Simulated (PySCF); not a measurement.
# SiC⁻: one state, many levels of theory

State: ²Σ⁺ (doublet), unpaired electrons σ ↑. Set-up: basis Si aug-cc-pVDZ-DK, C aug-cc-pVDZ-DK; spin-free X2C with a Gaussian nucleus; PySCF 2.14. De refers to Si⁻ + C in their high-spin ground configurations, without counterpoise correction. The functionals are run spin-unrestricted. A positive dipole points towards C; it is taken about the centre of mass and depends on that origin. Levels whose curve was spin-contaminated or gave no clean fit are not listed.

```csv
Level,Re (Å),ωe (cm⁻¹),De (eV),μ (D),"CPU s a point (SCF and correlation, without the integrals)"
ROHF,1.656,1144,n/a,-1.86,0.13
ROHF-MP2,1.740,903,4.98,n/a,0.21
ROHF-SCS-MP2,1.734,919,n/a,n/a,n/a
ROHF-CCSD,1.707,1009,4.27,n/a,n/a
ROHF-CCSD(T),1.724,962,4.68,n/a,2.6
PBE,1.705,1001,5.46,-1.98,0.54
PW91,1.703,1002,5.47,-1.98,0.45
r²SCAN,1.692,1025,5.06,-1.73,0.8
PBE0,1.688,1033,4.95,-1.89,0.92
M06-2X,1.681,1048,5.19,-2.05,0.85
```

Q: Which functional lies closest to ROHF-CCSD(T) in De, which farthest, and by how much do they differ from it?

A: Closest is PBE0 (-3.6 pm in Re, +7.4 % in ωe, +0.27 eV in De against ROHF-CCSD(T) in the same basis), farthest PW91 (-2.1 pm in Re, +4.2 % in ωe, +0.79 eV in De). CCSD(T) converges more slowly with the basis than the functionals do and binds too weakly in this one, so the order can change at the basis-set limit.

Q: What does a quarter of exact exchange do here, going from PBE to PBE0?

A: PBE0 less PBE: -1.7 pm in Re, +3.2 % in ωe, -0.51 eV in De. Exact exchange removes part of the self-interaction that spreads semilocal densities, and in most molecules shortens and stiffens the bond and lowers De; so it does here.

Q: What does second-order correlation do here, going from ROHF to ROHF-MP2?

A: ROHF-MP2 less ROHF: +8.4 pm in Re, -21.1 % in ωe. Correlation nearly always deepens the well. The bond lengthens, as in strong covalent bonds, where excitations into antibonding orbitals dominate.

Correlated steps freeze 6 core orbitals. Correlated levels converge slowly with the basis: in double zeta they bind strong bonds too weakly, by up to about 1 eV, and carry superposition errors of some tenths. For an ion De counts to the pair picked by the measured ionisation energies or electron affinities, which need not be the lowest pair at this level. The highest Kohn–Sham level is positive in this anion. Much of that is self-interaction error, but it also means that the finite basis helps to hold the extra electron. The CCSD T1 diagnostic is raised, a sign that a single reference may not be enough here. UHF is strongly spin-contaminated for SiC⁻, so the ROHF reference used there is far from stable. The state was picked by a PBE0 search and need not be the measured ground state.

The whole job (state search and all levels along the bond) took about 2 min on 1 thread of Oxide Virtual Turin-like (shared host), peak memory 0.65 GiB.
